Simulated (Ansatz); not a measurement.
`CCSP` + `N=C=O` → `O=C=NP` + `CCS`  (ligand exchange at a P–S bond)

Computed with Ansatz on PBE0-D4/def2-TZVP structures; ΔE is electronic, products minus reactants. CCSD(T)/CBS is the MP2 limit (def2-TZVPP, def2-QZVPP) plus CCSD(T) − MP2 in def2-TZVPP, frozen cores. This one scheme is used for every species. Functionals use def2-TZVPP. One conformer a species, not always the lowest.

```
             level  ΔE (kJ/mol)
           ωB97X-V         16.4
          PBE-QIDH         19.9
               PBE         24.4
RPA@PBE/def2-TZVPP         14.1
```

Q: What does CCSD(T)/CBS give? (Best estimate.)

A: The calculation gave: +21.5 kJ/mol. The listed levels differ from it by -5.1, -1.6, 2.9, -7.4 kJ/mol.

Largest T1 diagnostic among the species: 0.018.

At CCSD(T), def2-SVP lies −15.6 kJ/mol from the extrapolated value and def2-TZVPP −4.6 kJ/mol. Leaving LDA and LC-ωPBE aside and taking each functional with its dispersion term where it has one, the values, not all of them listed here, spread over 16.8 kJ/mol, from CAM-B3LYP-D4 to revPBE-D4. From BLYP to BHLYP (50 % exact exchange), in def2-TZVPP and without D4, ΔE moves by −5.8 kJ/mol.

CCSD(T)/CBS has its own doubt, a few kJ/mol and more with outer-core shells, so smaller differences from it don't rank the levels.
